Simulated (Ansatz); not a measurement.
# CH5SSi radical: how energies converge with the basis set

The task here is to estimate one member of a computed series from the others.

The runs use Ansatz 0.2.0, Gaussian basis; one geometry, several basis sets.

The runs, in order: PBE0-D4/def2-SVP; ωB97M-V/def2-SVP; PBE0-D4/def2-QZVPP; ωB97M-V/def2-QZVPP; the functionals' def2-TZVPP values are taken from earlier runs.

### The geometry

All runs share one geometry, relaxed beforehand with PBE0-D4 in a triple-zeta def2 set.

8 atoms, charge 0, spin multiplicity 2.

Atoms are counted from 1 here; the program's logs count them from 0.

Bond lengths: C1–Si2 1.864 Å, C1–H4 1.094 Å, C1–H5 1.092 Å, C1–H6 1.092 Å, Si2–S3 2.125 Å, Si2–H7 1.492 Å, Si2–H8 1.488 Å. Angles: Si2–C1–H4 110.2°, Si2–C1–H5 110.7°, Si2–C1–H6 110.7°, H4–C1–H5 108.7°, H4–C1–H6 108.2°, H5–C1–H6 108.3°, C1–Si2–S3 114.0°, C1–Si2–H7 111.2°, C1–Si2–H8 110.4°, S3–Si2–H7 102.4°, S3–Si2–H8 109.7°, H7–Si2–H8 108.8°.

The first run:

Input file in.yaml:

```yaml
crystal:
  periodic: [false, false, false]
  atoms:
    - {symbol: C, position_ang: [-0.598720, 0.798092, -0.213041]}
    - {symbol: Si, position_ang: [0.427596, -0.729407, 0.083902]}
    - {symbol: S, position_ang: [1.890237, -0.504064, 1.609232]}
    - {symbol: H, position_ang: [-1.299436, 0.628397, -1.035285]}
    - {symbol: H, position_ang: [0.038515, 1.647417, -0.466391]}
    - {symbol: H, position_ang: [-1.175308, 1.055431, 0.678115]}
    - {symbol: H, position_ang: [1.258536, -1.063031, -1.109684]}
    - {symbol: H, position_ang: [-0.449119, -1.890136, 0.397252]}
basis:
  gaussian: {orbitals: def2-SVP}
magnetization: {spin_polarized: true, initial_magnetization: 1}
hamiltonian: {xc: pbe0, dispersion: d4}
output: {orbitals: {seedname: orbitals}}
```

Steps of the session up to this table: PBE0-D4 in def2-SVP; ωB97M-V in def2-SVP; PBE0-D4 in def2-QZVPP; ωB97M-V in def2-QZVPP.

One table of the session follows, with a row left open; its other results are not shown here.

It belongs to the step «Density functionals: the series». 

```
functional       basis  HOMO (eV)  LUMO (eV)
   PBE0-D4    def2-SVP      -7.03      -4.31
   PBE0-D4  def2-TZVPP          ?          ?
   PBE0-D4  def2-QZVPP      -7.23      -4.44
   ωB97M-V    def2-SVP      -9.21      -2.22
   ωB97M-V  def2-TZVPP      -9.39      -2.43
   ωB97M-V  def2-QZVPP      -9.43      -2.48
```

**Question.** Estimate the row for PBE0-D4, def2-TZVPP.

The run gave: HOMO (eV): -7.19; LUMO (eV): -4.41. In the column «HOMO (eV)» it lies between PBE0-D4, def2-QZVPP (-7.23) and PBE0-D4, def2-SVP (-7.03).
